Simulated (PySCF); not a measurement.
Two species compared at the same levels of theory.

First species: Thioketene, C2H2S.
SMILES: `C=C=S`

Second species: fluoroacetylene, C2HF.
Numbering: `[CH:1]#[C:2][F:3]` (hydrogens: H4 on C1)

Structure used (PBE0-D3(BJ)/def2-TZVP), in Å, numbered top down from 1:
```
atom  x, y, z in Å
C1    -0.6195   -0.0008   -0.0270
C2     0.5168   -0.0261   -0.3875
F3     1.7278   -0.0605   -0.7677
H4    -1.6328    0.0272    0.2913
```

Levels: CAM-B3LYP/aug-cc-pVTZ for dipole moment, HOMO energy, LUMO energy, HOMO–LUMO gap, static isotropic polarisability and electronic spatial extent ⟨r²⟩ about the centre of nuclear charge; TDDFT CAM-B3LYP/aug-cc-pVTZ for lowest singlet excitation; TDA CAM-B3LYP/aug-cc-pVTZ for lowest triplet excitation (Tamm–Dancoff); PBE0-D3(BJ)/def2-TZVP for smallest rotational constant. Geometries: PBE0-D3(BJ)/def2-TZVP. All species are isolated and taken at one optimised geometry, non-relativistic unless stated. Electronic properties by PySCF.

```tsv
property	column X	column Y
dipole moment	1.14 D	0.66 D
HOMO energy	-7.87 eV	-9.77 eV
LUMO energy	-1.05 eV	0.23 eV
HOMO–LUMO gap	6.82 eV	10.00 eV
lowest singlet excitation	2.54 eV	6.93 eV
lowest triplet excitation (Tamm–Dancoff)	2.23 eV	5.96 eV
static isotropic polarisability	48.5 au	23.8 au
electronic spatial extent ⟨r²⟩ about the centre of nuclear charge	238 bohr²	135 bohr²
smallest rotational constant	5.602 GHz	9.809 GHz
```

(1) Which column belongs to which species?

(2) How does each property change from the first species to the second?

Answers

(1) Column X is the first species and column Y the second. The first has 5 atoms and 30 electrons, the second 4 and 22.

(2) dipole moment -0.48 D; HOMO energy -1.90 eV; LUMO energy +1.28 eV; HOMO–LUMO gap +3.18 eV; lowest singlet excitation +4.39 eV; lowest triplet excitation (Tamm–Dancoff) +3.73 eV; static isotropic polarisability -24.7 au; electronic spatial extent ⟨r²⟩ about the centre of nuclear charge -103 bohr²; smallest rotational constant +4.207 GHz.

On the first: The vertical singlet–triplet gap S1 − T1 is 0.31 eV (TDDFT singlet less Tamm–Dancoff triplet; S1: HOMO→LUMO, weight 0.99; T1: HOMO→LUMO, weight 0.98). The 10 singlets span 2.54 to 7.55 eV, and their oscillator strengths add up to 0.59. Geometry: PBE0-D3(BJ)/def2-TZVP; no solvent, vibrations or thermal averaging.

On the second: The vertical singlet–triplet gap S1 − T1 is 0.97 eV (TDDFT singlet less Tamm–Dancoff triplet). A dipole of 0.66 D is allowed in C∞v, and pure rotational transitions are dipole-allowed. Geometry: PBE0-D3(BJ)/def2-TZVP; no solvent, vibrations or thermal averaging.
